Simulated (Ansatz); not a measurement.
# SiClO radical (SMILES O=[Si]Cl): one structure at several levels

The task here is to estimate one member of a computed series from the others.

The runs use Ansatz 0.2.0, Gaussian basis; single points in def2-TZVPP.

Correlated methods freeze the cores. Orbitals are unrestricted.

## The system as given

3 atoms, charge 0, spin multiplicity 2.

Atoms are counted from 1 here; the program's logs count them from 0.

Bond lengths: O1–Si2 1.441 Å, Si2–Cl3 1.971 Å. Angles: O1–Si2–Cl3 133.6°.

Coordinates:

```xyz
3

O     0.4236    1.3663    0.3913
Si    0.3776   -0.0679    0.2619
Cl   -0.8548   -1.3124   -0.6426
```

Set-up of the first run:

Contents of run/in.yaml:

```yaml
crystal:
  periodic: [false, false, false]
  atoms:
    - {symbol: O, position_ang: [0.423600, 1.366300, 0.391300]}
    - {symbol: Si, position_ang: [0.377600, -0.067900, 0.261900]}
    - {symbol: Cl, position_ang: [-0.854800, -1.312400, -0.642600]}
basis:
  gaussian: {orbitals: def2-TZVPP}
magnetization: {spin_polarized: true, initial_magnetization: 1}
correlation: {method: ccsd_t}
scf: {omitted_lower_state_checks: [cluster_reference]}
output: {forces: true}
```

The command line of these runs was not kept.

Steps of the session up to this table: CCSD(T)/def2-TZVPP; PBE0-D4/def2-TZVPP; wB97M-V/def2-TZVPP; r2SCAN-D4/def2-TZVPP; PBE-D4/def2-TZVPP; revPBE-D4/def2-TZVPP; SPW92/def2-TZVPP.

One table of the session follows, with a row left open; its other results are not shown here.

```
   method  RMS force component (eV/Å)  angle to CCSD(T) forces (°)  dipole (D)
  CCSD(T)                       2.727                    reference        2.80
  PBE0-D4                       2.448                          1.1        2.86
  wB97M-V                       2.465                          2.0        2.94
r2SCAN-D4                           ?                            ?           ?
   PBE-D4                       2.943                          1.0        2.64
revPBE-D4                       3.042                          1.4        2.62
    SPW92                       2.593                          0.7        2.68
```

**Question.** Estimate the row for r2SCAN-D4.

**Answer.** RMS force component (eV/Å): 2.599; angle to CCSD(T) forces (°): 0.5; dipole (D): 2.78. In the column «RMS force component (eV/Å)» it lies between SPW92 (2.593) and CCSD(T) (2.727).
